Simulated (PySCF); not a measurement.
PySCF input file for hydrogen fluoride (FH), SMILES F, TDA-ωB97X/def2-TZVPD. Coordinates come from a B3LYP-D3(BJ)/def2-TZVPD optimisation.

```python
import numpy as np
from pyscf import gto, scf, dft, tdscf

mol = gto.M(
    atom='''
    F     0.00000000    0.00000000   -0.09254180
    H     0.00000000    0.00000000    0.83287620
    ''',
    basis='def2-TZVPD',
    charge=0,
    spin=0,
    symmetry=True,
    symmetry_subgroup='C2v',
    max_memory=1600,
    verbose=4,
)
mf = dft.RKS(mol, xc='wb97x').density_fit(auxbasis='def2-universal-jkfit')
mf.grids.level = 3
mf.conv_tol = 1e-9
mf.max_cycle = 100
mf.kernel()
mf.grids = dft.Grids(mol).set(level=1).build(with_non0tab=True)  # coarser grid for the response kernel
td = tdscf.TDA(mf)
td.singlet = True
td.nstates = 10
td.conv_tol = 1e-4
td.positive_eig_threshold = 1e-6
td.kernel(x0=td.get_init_guess(mf, 15))
td.analyze()
tt = tdscf.TDA(mf)
tt.singlet = False
tt.nstates = 4
tt.conv_tol = 1e-4
tt.positive_eig_threshold = 1e-6
tt.kernel(x0=tt.get_init_guess(mf, 9))
tt.analyze(verbose=3)
```

Log of the run:

```
PySCF version 2.14.0

[INPUT] verbose = 4
[INPUT] num. atoms = 2
[INPUT] num. electrons = 10
[INPUT] charge = 0
[INPUT] spin (= nelec alpha-beta = 2S) = 0
[INPUT] symmetry True subgroup C2v
[INPUT] Mole.unit = angstrom
[INPUT] Symbol           X                Y                Z      unit          X                Y                Z       unit  Magmom
[INPUT]  1 F      0.000000000000   0.000000000000  -0.092541800000 AA    0.000000000000   0.000000000000  -0.174878657074 Bohr   0.0
[INPUT]  2 H      0.000000000000   0.000000000000   0.832876200000 AA    0.000000000000   0.000000000000   1.573907913668 Bohr   0.0

nuclear repulsion = 5.14642561337687
point group symmetry = Coov, use subgroup C2v
symmetry origin: [0. 0. 0.]
symmetry axis x: [1. 0. 0.]
symmetry axis y: [0. 1. 0.]
symmetry axis z: [0. 0. 1.]
num. orbitals of irrep A1 = 23
num. orbitals of irrep A2 = 4
num. orbitals of irrep B1 = 11
num. orbitals of irrep B2 = 11
number of shells = 19
number of NR pGTOs = 66
number of NR cGTOs = 49
basis = def2-TZVPD
ecp = {}


******** <class 'pyscf.df.df_jk.DFSymAdaptedRKS'> ********
method = DFSymAdaptedRKS
initial guess = minao
damping factor = 0
level_shift factor = 0
DIIS = <class 'pyscf.scf.diis.CDIIS'>
diis_start_cycle = 1
diis_space = 8
diis_damp = 0
SCF conv_tol = 1e-09
SCF conv_tol_grad = None
SCF max_cycles = 100
direct_scf = False
XC library pyscf.dft.libxc version 7.1.2
    S. Lehtola, C. Steigemann, M. J. T. Oliveira, and M. A. L. Marques,  SoftwareX 7, 1–5 (2018)
XC functionals = wb97x
    J.-D. Chai and M. Head-Gordon,  J. Chem. Phys. 128, 084106 (2008)
radial grids:
    Treutler-Ahlrichs [JCP 102, 346 (1995); DOI:10.1063/1.469408] (M4) radial grids

becke partition: Becke, JCP 88, 2547 (1988); DOI:10.1063/1.454033
pruning grids: <function nwchem_prune>
grids dens level: 3
symmetrized grids: True
atomic radii adjust function: <function treutler_atomic_radii_adjust>
small_rho_cutoff = 0
Freeze 0 electrons in irreps []
    10 free electrons in irreps A1 A2 B1 B2
Set gradient conv threshold to 3.16228e-05
Initial guess from minao.
tot grids = 24072
******** <class 'pyscf.df.df.DF'> ********
auxbasis = def2-universal-jkfit
Create RSH-DF object <pyscf.df.df.DF object> for omega=0.3
******** <class 'pyscf.df.df.DF'> ********
auxbasis = auxmol.basis = def2-universal-jkfit
init E= -100.331098558854
HOMO (B2) = -0.579644276346537  LUMO (A1) = 0.0474135667927129  gap/eV = 17.06311
cycle= 1 E= -100.429270749623  delta_E= -0.0982  |g|= 0.485  |ddm|= 0.624
HOMO (B2) = -0.420920004650441  LUMO (A1) = 0.0829758305684152  gap/eV = 13.71170
cycle= 2 E= -100.433376387239  delta_E= -0.00411  |g|= 0.524  |ddm|= 0.381
HOMO (B2) = -0.531868640728057  LUMO (A1) = 0.079721300073345  gap/eV = 16.64221
cycle= 3 E= -100.467963460417  delta_E= -0.0346  |g|= 0.0259  |ddm|= 0.169
HOMO (B1) = -0.528671769516224  LUMO (A1) = 0.0841490157684959  gap/eV = 16.67570
cycle= 4 E= -100.468040746823  delta_E= -7.73e-05  |g|= 0.00536  |ddm|= 0.00987
HOMO (B1) = -0.529937969826736  LUMO (A1) = 0.0844661041723924  gap/eV = 16.71879
cycle= 5 E= -100.46804581545  delta_E= -5.07e-06  |g|= 0.000486  |ddm|= 0.00296
HOMO (B2) = -0.529964450854278  LUMO (A1) = 0.0844692388157853  gap/eV = 16.71959
cycle= 6 E= -100.46804590356  delta_E= -8.81e-08  |g|= 6.43e-05  |ddm|= 0.000491
HOMO (B2) = -0.529944280282133  LUMO (A1) = 0.0844690401342945  gap/eV = 16.71904
cycle= 7 E= -100.468045905168  delta_E= -1.61e-09  |g|= 6.97e-06  |ddm|= 7.45e-05
HOMO (B1) = -0.529944881776989  LUMO (A1) = 0.0844687821845582  gap/eV = 16.71905
cycle= 8 E= -100.468045905196  delta_E= -2.85e-11  |g|= 5.95e-07  |ddm|= 1.33e-05
HOMO (B2) = -0.529944916955035  LUMO (A1) = 0.0844687230917103  gap/eV = 16.71905
Extra cycle  E= -100.468045905197  delta_E= -3.69e-13  |g|= 1.9e-07  |ddm|= 1.67e-06
converged SCF energy = -100.468045905197
tot grids = 7776
Overwritten attributes  positive_eig_threshold  of <class 'pyscf.tdscf.rks.TDA'>


******** <class 'pyscf.tdscf.rks.TDA'> for <class 'pyscf.df.df_jk.DFSymAdaptedRKS'> ********
nstates = 10 singlet
deg_eia_thresh = 1.000e-03
wfnsym = None
conv_tol = 0.0001
eigh lindep = 1e-12
eigh level_shift = 0
eigh max_cycle = 100


Excitation energies (eV)
[10.25701238 10.25701238 13.25248792 13.25248822 13.34462447 13.34843159
 13.34843159 13.66567158 14.91079201 15.76388468]

** Singlet excitation energies and oscillator strengths **
Excited State   1:   B2     10.25701 eV    120.88 nm  f=0.0355
       5 -> 6         0.67914
       5 -> 7         0.14560
       5 -> 13        0.12898
Excited State   2:   B1     10.25701 eV    120.88 nm  f=0.0355
       4 -> 6         0.67914
       4 -> 7         0.14560
       4 -> 13        0.12898
Excited State   3:   A1     13.25249 eV     93.56 nm  f=0.0000
       4 -> 8        -0.49255
       5 -> 9         0.49255
Excited State   4:   A2     13.25249 eV     93.56 nm  f=0.0000
       4 -> 9         0.49255
       5 -> 8         0.49255
Excited State   5:   A2     13.34462 eV     92.91 nm  f=0.0000
       4 -> 9         0.49302
       5 -> 8        -0.49302
Excited State   6:   B1     13.34843 eV     92.88 nm  f=0.0239
       4 -> 6         0.12973
       4 -> 7        -0.67289
       4 -> 12       -0.15859
Excited State   7:   B2     13.34843 eV     92.88 nm  f=0.0239
       5 -> 6        -0.12973
       5 -> 7         0.67289
       5 -> 12        0.15859
Excited State   8:   A1     13.66567 eV     90.73 nm  f=0.0699
       3 -> 6        -0.41972
       4 -> 8         0.39105
       5 -> 9         0.39105
Excited State   9:   A1     14.91079 eV     83.15 nm  f=0.0973
       3 -> 6        -0.51012
       3 -> 7        -0.19072
       4 -> 8        -0.29676
       5 -> 9        -0.29676
Excited State  10:   B2     15.76388 eV     78.65 nm  f=0.0742
       5 -> 7         0.14948
       5 -> 12       -0.66465
       5 -> 13        0.14091

** Transition electric dipole moments (AU) **
state          X           Y           Z        Dip. S.      Osc.
  1        -0.0000      0.3757      0.0000      0.1411      0.0355
  2         0.3757     -0.0000     -0.0000      0.1411      0.0355
  3         0.0000     -0.0000     -0.0000      0.0000      0.0000
  4         0.0000      0.0000      0.0000      0.0000      0.0000
  5        -0.0000     -0.0000      0.0000      0.0000      0.0000
  6        -0.2701      0.0000     -0.0000      0.0730      0.0239
  7         0.0000      0.2701     -0.0000      0.0730      0.0239
  8         0.0000     -0.0000     -0.4568      0.2087      0.0699
  9         0.0000      0.0000     -0.5162      0.2665      0.0973
 10        -0.0000     -0.4384     -0.0000      0.1922      0.0742

** Transition velocity dipole moments (imaginary part, AU) **
state          X           Y           Z        Dip. S.      Osc.
  1        -0.0000      0.1681      0.0000      0.0283      0.0500
  2         0.1681     -0.0000      0.0000      0.0283      0.0500
  3        -0.0000     -0.0000     -0.0000      0.0000      0.0000
  4        -0.0000      0.0000      0.0000      0.0000      0.0000
  5        -0.0000     -0.0000      0.0000      0.0000      0.0000
  6        -0.1432      0.0000      0.0000      0.0205      0.0279
  7         0.0000      0.1432     -0.0000      0.0205      0.0279
  8         0.0000     -0.0000     -0.2073      0.0430      0.0570
  9         0.0000      0.0000     -0.2209      0.0488      0.0594
 10        -0.0000     -0.2207     -0.0000      0.0487      0.0561

** Transition magnetic dipole moments (imaginary part, AU) **
state          X           Y           Z
  1         0.1297      0.0000     -0.0000
  2        -0.0000     -0.1297      0.0000
  3         0.0000     -0.0000      0.0000
  4        -0.0000     -0.0000      0.0000
  5        -0.0000      0.0000     -0.0000
  6        -0.0000      0.0151     -0.0000
  7         0.0151     -0.0000     -0.0000
  8         0.0000      0.0000      0.0000
  9        -0.0000      0.0000     -0.0000
 10         0.1502      0.0000     -0.0000


******** <class 'pyscf.tdscf.rks.TDA'> for <class 'pyscf.df.df_jk.DFSymAdaptedRKS'> ********
nstates = 4 triplet
deg_eia_thresh = 1.000e-03
wfnsym = None
conv_tol = 0.0001
eigh lindep = 1e-12
eigh level_shift = 0
eigh max_cycle = 100


Excitation energies (eV)
[ 9.84078841  9.84078841 12.76636769 13.05771893]

** Triplet excitation energies and oscillator strengths **
Excited State   1:   B2      9.84079 eV    125.99 nm  f=0.0000
Excited State   2:   B1      9.84079 eV    125.99 nm  f=0.0000
Excited State   3:   A1     12.76637 eV     97.12 nm  f=0.0000
Excited State   4:   A2     13.05772 eV     94.95 nm  f=0.0000
```

The calculation finished and met its thresholds.
